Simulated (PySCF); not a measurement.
**Level of theory and gas-phase deprotonation enthalpies: `N#CC=S` (C2HNS)**

Numbering: `[N:1]#[C:2][CH:3]=[S:4]`

All levels share the PBE0-D3(BJ)/def2-SVP structures and the PBE0-D3(BJ)/def2-SVP thermal terms; only the single-point energies (PySCF) change. Values are gas-phase deprotonation enthalpies (298 K, kJ/mol).

```tsv
level	C3	time
BP86/aug-pcseg-1 (grid 2)	1466	19 s
M06-2X/ma-def2-TZVP	1482	–
HSE06/ma-def2-TZVP (grid 2)	1485	57 s
LC-ωPBE/cc-pVTZ (grid 2)	1514	45 s
```

Times are wall times for all single points of a level on 1 thread of Intel Xeon @ 2.50GHz, a shared host; the dash marks the run that also made the structures. BP86, HSE06, LC-ωPBE ran on a slower path of this set-up, which computes the density-fitting integrals anew in every SCF cycle while the other levels store them. So the times needn't show the usual order of cost, and those levels read slower than they are.

The spread: 48 kJ/mol, from 1466 to 1514.

Caveats: structures of the anions come from def2-SVP, which lacks diffuse functions.

Bases without diffuse functions serve anions poorly.
